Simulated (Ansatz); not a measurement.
We consider BaCeO3 (Pnma, No. 62), described by PBEsol in Ansatz (PAW).

Run with plane-wave cutoff 520 eV, 6×4×6 k mesh (along the axes of the cell as run), Fermi–Dirac smearing 0.01 eV, no spin polarisation, scalar-relativistic PAW data made under PBE.

Cell (relaxed at this level):

```
BaCeO3
1.0
    6.19275     0.00000     0.00000
    0.00000     8.72936     0.00000
    0.00000     0.00000     6.19644
Ba Ce O
4 4 12
Cartesian
  0.16145   2.18234   3.15044
  6.03130   6.54702   3.04600
  2.93493   6.54702   0.05222
  3.25782   2.18234   6.14421
  3.09637   0.00000   3.09822
  0.00000   0.00000   0.00000
  0.00000   4.36468   0.00000
  3.09637   4.36468   3.09822
  2.97024   2.18234   2.58532
  3.22250   6.54702   3.61112
  0.12613   6.54702   5.68354
  6.06662   2.18234   0.51290
  1.73772   0.39413   4.82985
  4.45503   8.33522   1.36659
  1.35865   8.33522   1.73163
  4.83409   0.39413   4.46481
  4.83409   3.97054   4.46481
  1.35865   4.75881   1.73163
  4.45503   4.75881   1.36659
  1.73772   3.97054   4.82985
```

**Question.** What does this level give for the band gap?

**Answer.** 
- band gap: 2.25 eV

Note: the 4f shell is treated without U or exact exchange, so its levels and filling can be wrong.

Spin–orbit coupling is not included.

Computed values are for the static lattice.

Ansatz is a quantum-chemistry and plane-wave program.
